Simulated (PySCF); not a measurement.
**Molecular orbitals of SiC⁻**

PBE0 at R = 1.691 Å; PySCF, spin-free X2C with a Gaussian nucleus, basis sets Si aug-cc-pVDZ-DK, C aug-cc-pVDZ-DK. State: ²Π (doublet), unpaired electrons π ↑, a second solution, started from another occupation. Only the outer orbitals are listed, counted within each symmetry.

| spin | orbital | occ. | ε (eV) | on Si (%) | main shells (%) |
| --- | --- | --- | --- | --- | --- |
| α | 5σ | 1 | -11.65 | 38 | 57 C s, 30 Si s |
| α | 6σ | 1 | -4.29 | 69 | 57 Si s, 22 C s, 12 Si p |
| α | 2π | 1 | -1.66 | 44 | 55 C p, 42 Si p |
| α | 2π | 1 | -0.82 | 48 | 52 C p, 46 Si p |
| α | 7σ | 1 | -0.49 | 38 | 46 C p, 27 Si p, 16 C s |
| α | 3π | 0 | 3.49 | 100 | 98 Si p |
| α | 3π | 0 | 3.77 | 105 | 104 Si p |
| β | 5σ | 1 | -10.62 | 42 | 53 C s, 34 Si s |
| β | 6σ | 1 | -3.86 | 70 | 54 Si s, 22 C s, 16 Si p |
| β | 2π | 1 | -0.52 | 53 | 51 Si p, 47 C p |
| β | 7σ | 1 | -0.27 | 37 | 47 C p, 25 Si p, 16 C s |
| β | 2π | 0 | 1.68 | 64 | 64 Si p, 35 C p |

Task: Which are the highest filled and the lowest empty level, where do they sit, and how wide is the gap?

Result: Highest filled β 7σ at -0.27 eV (in %: 47 C p, 25 Si p, 16 C s); lowest empty β 2π at 1.68 eV (in %: 64 Si p, 35 C p); the gap at PBE0 is 1.95 eV. An empty level above zero is unbound, and its energy depends on the basis.

```
bond order (Mayer)                                                                                                : 2.29
⟨S²⟩                                                                                                              : 0.756
charge on Si (Mulliken, basis-dependent)                                                                          : -0.40
charge on Si (Löwdin, basis-dependent)                                                                            : 0.02
dipole moment (positive dipole points towards C; it is taken about the centre of mass and depends on that origin) : -2.69 D
```

Shares are Mulliken populations and can fall outside 0 to 100 %.
